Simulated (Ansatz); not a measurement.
Species: HO, SMILES `[OH]` (charge 0, multiplicity 2), formula HO.

**Question.** How many basis functions does frozen-core CCSD(T)/cc-pVTZ // PBE-D3(BJ)/def2-TZVP run with Ansatz (a first-principles code) use, how many core orbitals are frozen, and how many electrons are correlated?

**Answer.** 44 basis functions and 1 frozen orbitals, which leaves 7 correlated electrons. Core time is of the order of seconds.
